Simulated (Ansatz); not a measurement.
Results of rVV10 in Ansatz (plane waves, PAW) for HfO2 (P2₁/c, No. 14).

Run with plane-wave cutoff 500 eV, 8×8×8 k mesh, Fermi–Dirac smearing 0.05 eV, scalar-relativistic PAW data made under PBE.

Cell (relaxed at this level):

```
HfO2
1.0
    0.00000     5.17533     0.00262
    5.23113     0.00000     0.00000
    0.00000    -0.87092    -5.29756
Hf O
4 8
Direct
  0.72433   0.95908   0.79150
  0.27567   0.45908   0.70850
  0.27567   0.04092   0.20850
  0.72433   0.54092   0.29150
  0.55243   0.24268   0.52235
  0.44757   0.74268   0.97765
  0.44757   0.75732   0.47765
  0.55243   0.25732   0.02235
  0.93124   0.66965   0.65358
  0.06876   0.16965   0.84642
  0.06876   0.33035   0.34642
  0.93124   0.83035   0.15358
```

**Question.** What does this level give for the band gap?

**Answer.** 
* **band gap**: 3.95 eV (on the SCF k mesh)

Measured, for comparison: band gap 5.7 eV (temperature not stated, not corrected to a static lattice, our sources range from 5.70 to 5.84; as tabulated in Choudhary et al. (2018), arXiv:1804.01032).

Note: the relaxation could not lower the start's symmetry, so the cell can be a saddle point above a distorted one.

Spin–orbit coupling is not included.

Static lattice: no zero-point or thermal effects.

Cost on a shared machine: about 16 core-minutes (a rough figure).

Ansatz is a program for electronic structure.
